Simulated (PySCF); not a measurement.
# BFH2: the cost of one run

Computed with PySCF 2.14.0 and routines of our own; the level stands in each step. Atoms count from 0.

### 1 The starting structure

4 atoms, charge -1, multiplicity 2; geometry from: GFN2-xTB.

### 2 Open-shell or spin-flip excitations: unrestricted TDDFT CAM-B3LYP/def2-SVPD in tetrahydrofuran

The job: settings as JSON, then the geometry in Å.

```
{"job": {"kind": "uabs", "xc": "CAM-B3LYP", "basis": "def2-SVPD", "nstates": 10, "tda": false, "solvent": "tetrahydrofuran", "pol": false}, "charge": -1, "multiplicity": 2}
B     -0.085774     0.023575     0.313624
F      1.298162    -0.362596    -0.111208
H     -0.320252     1.168740    -0.105164
H     -0.881902    -0.824947    -0.120106
```

Method: unrestricted TDDFT CAM-B3LYP/def2-SVPD, vertical, IEF-PCM tetrahydrofuran (non-equilibrium linear response), core orbitals frozen in the response.

Started as:

```console
$ OMP_NUM_THREADS=1 python excited_run.py task.json out
```

One launch serves the whole session: the jobs run in the order shown.

**Question.** How long does this first job take on 1 thread of Arm Neoverse V1, shared host, and how much memory does it need?

About 3.2 s, with a peak of 0.27 GiB.
